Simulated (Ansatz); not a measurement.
Consider the atomization: `C1=CC2C=CC12` → 6 C• + 6 H•.

Computed with Ansatz on PBE0-D4/def2-TZVP structures; ΔE is electronic, products minus reactants. CCSD(T)/CBS is the MP2 limit (def2-TZVPP, def2-QZVPP) plus CCSD(T) − MP2 in def2-TZVPP, frozen cores. This one scheme is used for every species, atoms too. Functionals use def2-TZVPP. No spin–orbit coupling; open shells (•) take unrestricted orbitals. Spin–orbit coupling would lower the free atoms: a little for C.

**Question.** What is ΔE at CCSD(T)/CBS? (Best estimate.)

**Answer.** Computed: +55.76 eV.

**Question.** What do these levels give: revPBE-D4, B97M-V, PBE-QIDH, BHLYP, CAM-B3LYP, CCSD(T)/def2-TZVPP? (Estimate.)

**Answer.** The calculation gave: revPBE-D4 56.54, B97M-V 56.05, PBE-QIDH 56.25, BHLYP 53.66, CAM-B3LYP 55.73, CCSD(T)/def2-TZVPP 54.43 eV.

**Question.** What do rigid-rotor, harmonic-oscillator terms from PBE0-D4/def2-TZVP frequencies (298.15 K, 1 bar) make of the CCSD(T)/CBS value? (An estimate is asked.)

**Answer.** The calculation gave: ΔZPE = -2.66 eV, ΔH = +53.72 eV, ΔS = 1353 J/(mol·K), ΔG = +49.54 eV. Open shells count their whole term as degenerate.

Largest T1 diagnostic among the species: 0.011.

From PBE to PBE0 (25 % exact exchange), in def2-TZVPP and without D4, ΔE moves by −1.07 eV: exact exchange takes away binding that semilocal exchange gives to molecules. Leaving LDA and LC-ωPBE aside and taking each functional with its dispersion term where it has one, the values, not all of them listed here, spread over 4.03 eV, from BHLYP-D4 to PBE-D4. LDA lies +7.15 eV from PBE without D4, its usual overbinding.

For atomizations the MP2-based limit and the directly extrapolated one differ by several kJ/mol either way, and by 10 to 25 for some Ge, Se and Sn compounds, so smaller differences from it don't rank the levels.
